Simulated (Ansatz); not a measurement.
Relaxation of ClH₆Si₂ (9 atoms, charge 0, multiplicity 2), to a largest force component of 0.03 eV/Å in at most 50 steps.

All numbers below come from Ansatz 0.2.0, UKS revPBE-D4/cc-pVDZ.

```xyz
9
Properties=species:S:1:pos:R:3:forces:R:3
Si 0.063 0.108 -0.278 0.01 0.00 -0.10
Cl 0.049 -0.026 3.052 -0.03 -0.04 0.91
H 1.475 0.170 -0.813 0.00 0.01 -0.02
H -0.675 1.379 -0.634 -0.01 0.00 0.01
Si -1.084 -1.869 -0.838 -0.01 -0.01 0.01
H -1.825 -2.400 0.366 -0.01 0.00 0.00
H -2.092 -1.628 -1.940 0.01 0.00 -0.01
H -0.095 -2.916 -1.295 0.00 0.01 0.01
H 0.002 -0.066 4.394 0.03 0.02 -0.81
```

Where does it end, and by what steps?

It converged. The force dipped under the threshold on the way, but the program's further checks kept it going. After 44 steps the energy has fallen by 0.100 eV; H9 moved furthest, 2.19 Å.

```
step  energy less start (eV)  largest force component (eV/Å)  accepted
   0                  0.0000                           0.906       yes
   2                 -0.0312                           0.108       yes
   4                 -0.0365                           0.027       yes
   6                 -0.0446                           0.236       yes
   8                 -0.0567                           0.230       yes
  10                 -0.0606                           0.250       yes
  12                 -0.0667                           0.051       yes
  14                 -0.0626                           0.544        no
  16                 -0.0695                           0.181       yes
  18                 -0.0702                           0.219        no
  20                 -0.0731                           0.007       yes
  22                 -0.0695                           0.439        no
  24                 -0.0749                           0.094       yes
  26                 -0.0757                           0.159       yes
  28                 -0.0787                           0.131       yes
  30                 -0.0653                           0.199        no
  32                 -0.0810                           0.011       yes
  34                 -0.0830                           0.229       yes
  36                 -0.0848                           0.100       yes
  38                 -0.0762                           0.804        no
  40                 -0.0917                           0.223       yes
  42                 -0.0970                           0.185       yes
  44                 -0.1002                           0.025       yes
```

```xyz
9
Properties=species:S:1:pos:R:3
Si 0.347 0.285 -0.550
Cl 0.239 -0.432 3.203
H 1.001 0.414 -1.910
H -0.448 1.534 -0.242
Si -0.920 -1.685 -0.320
H -1.791 -1.570 0.918
H -1.836 -1.944 -1.496
H -0.020 -2.882 -0.138
H -0.756 -0.970 2.549
```

Run time: 110 s on 2 threads of Intel(R) Xeon(R) Platinum 8175M CPU @ 2.50GHz (Skylake/Cascade Lake), on a shared host, peak memory 0.18 GiB.
